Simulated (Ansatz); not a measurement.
Basis-set extrapolation for C₄H₄, SMILES `C=C=C=C` (PBE0-D4/def2-TZVP geometry, frozen core, Ansatz 0.2.0). Multiplicity 1, RHF reference.

|  | def2-TZVPP | def2-QZVPP |
| --- | --- | --- |
| HF | -153.751487 | -153.757913 |
| MP2 correlation | -0.620273 | -0.659839 |
| CCSD(T) correlation | -0.682113 | not run |

Energies in hartree. Use E(X) = E(∞) + A·exp(−7.88·√X) for Hartree–Fock and E(X) = E(∞) + B·X^(−2.97) for correlation, with X = 3 and 4, and add CCSD(T) minus MP2 of the smaller set to the MP2 limit.

Question: What is the CCSD(T) energy at the basis-set limit?

Answer: HF limit: -153.757913 + (-0.006426) × 0.13774 = -153.75880. MP2 limit: -0.659839 + (-0.039566) × 0.74074 = -0.68915. Higher-order term: -0.682113 − (-0.620273) = -0.06184. Total: -154.50979 hartree, 47.8 kcal/mol below CCSD(T)/def2-TZVPP.
